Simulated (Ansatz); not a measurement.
**Elastic constant C11 of some elemental metals**

Method: HSE06 (plane waves, PAW; Ansatz, a first-principles code). References are measured values at low temperature.

Values in GPa.

| solid | reference | HSE06 | error (%) |
|---|---|---|---|
| fcc Pt | 358 | 329 | -8.1 |
| hcp Y | 83.4¶ | 78.6 | -5.8 |
| fcc Ag | 131 | 103 | -21 |
| bcc Ta | 266¶ | 280 | +5.3 |
| fcc Au | 202¶ | 160 | -21 |
| hcp Zr | 155 | 164 | +5.8 |
| hcp Ti | 176 | 221 | +26 |
| bcc Mo | 478¶ | 514 | +7.5 |
| bcc W | 533¶ | 575 | +7.9 |
| fcc Cu | 176¶ | 160 | -9.1 |

Over these 10 solids the mean error is -1.3 %, the mean absolute error 11.7 % (median 8.0 %), and the worst case hcp Ti at +26 %; the value is too high in 5 of 10 cases.

All these references are low-temperature values that still hold zero-point motion.

Spin–orbit coupling is left out, also for the solids with elements from indium on (fcc Pt, bcc Ta, fcc Au, bcc W); its size isn't shown.

¶ marks references of a special kind: hcp Y, 83.4 ± 0.2 GPa (measured, 0 K, extrapolated to 0 K; as tabulated in Elastic Constants of Yttrium Single Crystals in the Temperature Range 4.2-400 K); bcc Ta, 266 GPa (measured, 0 K, extrapolated to 0 K; zero-point effects included; as tabulated in Wang et al. (2022), arXiv:2209.12322); fcc Au, 202 GPa (measured, 0 K, extrapolated to 0 K; zero-point effects included; as tabulated in Malica and Corso (2021), arXiv:2109.00459); bcc Mo, 478 GPa (measured, 0 K, 300 K values taken to 0 K by the source's computed thermal shift; zero-point effects included; as tabulated in Gong and Corso (2024), arXiv:2406.16634); bcc W, 533 GPa (measured, 0 K, extrapolated to 0 K; zero-point effects included; as tabulated in Wang et al. (2022), arXiv:2209.12322); fcc Cu, 176 GPa (measured, 0 K, extrapolated to 0 K; zero-point effects included; as tabulated in Malica and Corso (2021), arXiv:2109.00459).

Exact exchange on metals is sensitive to the k mesh.

Differences are worked out from the printed values.

Each level is taken at its own relaxed cell. Caveats: hybrids on metals are sensitive to the k mesh (fcc Pt, hcp Y, fcc Ag, bcc Ta, fcc Au, hcp Zr and 4 more); shear constants of such metals converge slowly with the k mesh (bcc Ta, bcc Mo, bcc W). Ansatz's density-functional and Hartree–Fock values are scalar-relativistic unless marked +SOC, with PAW data made under PBE.

Ansatz's runs of these crystals have no spin polarisation. Meta-GGAs and exact exchange favour moments, which can bear on fcc Pt, hcp Y, hcp Ti.

Not in this set, of the elemental metals with a reference value in our tables and a result at some level: 15 for a reference at room or unstated temperature; 10 for no value at HSE06 (not run, a failed fit, an unstable or unbound cell, or a value held back for tests); 1 for a doubt noted on the run at HSE06. These can be a level's best or worst cases. Solids without a released value at any level aren't counted. L1₀ solids are left out, as their cells have other axes than the references. Layered and molecular crystals are counted apart. The metals Ce to Yb are counted apart.

References as tabulated in Li et al. (2021), arXiv:2102.01972; Wang et al. (2022), arXiv:2209.12322; Malica and Corso (2021), arXiv:2109.00459; Elastic Constants of Yttrium Single Crystals in the Temperature Range 4.2-400 K and others.
